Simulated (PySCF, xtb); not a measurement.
butadiene cation (C4H6), SMILES C=CC=C (connectivity only; charge and spin as stated), charge +1, multiplicity 2. The values are those of a single conformer.

Harmonic wavenumbers (cm⁻¹) from GFN2-xTB run with xtb 6.7.1 at its own minimum, in rising order: 142, 283, 381, 450, 577, 832, 892, 902, 906, 922, 944, 1177, 1214, 1228, 1308, 1344, 1421, 1482, 3001, 3014, 3047, 3052, 3079, 3081.

**Question.** What does PBE0-D3(BJ)/def2-SVP run with PySCF 2.14.0 give at its own minimum? (An estimate is asked for; the answer gives what the named calculation found.)

**Answer.** 191, 292, 431, 515, 515, 911, 936, 993, 1012, 1036, 1046, 1278, 1281, 1292, 1350, 1476, 1513, 1682, 3168, 3170, 3199, 3205, 3292, 3293. Paired by order, the mean absolute difference is 105 cm⁻¹ and the zero-point energies are 49.6 and 53.0 kcal/mol.
